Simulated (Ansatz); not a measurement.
Problem. Name a neutral molecule of B, C, N and H with ideal-gas entropy at 298 K and 1 bar (rigid rotor, harmonic PBE0-D4/def2-TZVP) between 259 and 275 J/(mol·K) and LUMO energy (B3LYP/def2-TZVPP) between -2.95 and -2.65 eV (Ansatz, PBE0-D4/def2-TZVP geometry).

Solution. `BC=N` (269 J/(mol·K), -2.74 eV). Other molecules can fit too; these were computed, each in one conformer that needn't be the lowest.

B3LYP here is the variant with VWN-RPA as its local correlation; programs differ in this.
